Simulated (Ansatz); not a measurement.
Reaction (SMILES): CO (CH3-OH) + [H][H] (H2) → C (CH4) + O (H2O)
B3LYP-D3(BJ)/def2-TZVP geometries, fixed; electronic energies without zero-point terms.
Largest species:
```xyz
6

C     -0.0525     0.6636    -0.0008
O     -0.0399    -0.7570     0.0018
H     -1.0978     0.9691     0.0075
H      0.8740    -1.0577    -0.0054
H      0.4365     1.0833     0.8854
H      0.4213     1.0799    -0.8968
```
Charge 0, spin multiplicity 1.

Effect of a fitting basis named in the input at PBE0/def2-TZVPP with Ansatz (a program for electronic structure), against the last row, where the energy of full hydrogenation is -30.07 kcal/mol. The default fits or decomposes integrals by the program's own choice; accuracy: high also tightens integrals, grids and stops.

| setting | largest shift of a total energy (mEh) | shift of the energy of full hydrogenation (kcal/mol) |
|---|---|---|
| fitting: def2-SV(P)-JKFIT | -0.049 | -0.003 |
| fitting: def2-universal-JKFIT | -0.049 | -0.003 |
| fitting: cc-pVTZ-JKFIT | -0.019 | 0.000 |
| fitting: cc-pVQZ-JKFIT | -0.006 | 0.000 |
| fitting: cc-pV5Z-JKFIT | -0.005 | 0.000 |
| accuracy: high | -0.001 | 0.000 |
| accuracy: medium (default) | 0.000 | 0.000 |

Within 0.02 kcal/mol in the energy of full hydrogenation: fitting: def2-SV(P)-JKFIT; fitting: def2-universal-JKFIT; fitting: cc-pVTZ-JKFIT; fitting: cc-pVQZ-JKFIT; fitting: cc-pV5Z-JKFIT; accuracy: high. The largest shift is 0.049 mEh in a total energy and 0.003 kcal/mol in the difference.
